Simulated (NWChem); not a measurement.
LiH; SMILES [LiH]

```xyz
2

Li     0.0000     0.0000     0.4552
H      0.0000     0.0000    -1.1424
```
Atoms are numbered in this order, from 1.

Program: NWChem. The geometry was optimised at PBE0/def2-SVP. GIAO values for the isolated, static molecule; σ is the absolute isotropic shielding, δ = σ(reference) − σ with the isolated reference molecule computed at the same levels (1H: tetramethylsilane).

Task: Predict the results for PBE0/pcSseg-1. Quantities: σ Li1 (ppm); δ H2 (ppm).

Result: 
```
Item         Value
-----------  -----
σ Li1 (ppm)   89.1
δ H2 (ppm)    5.15
```
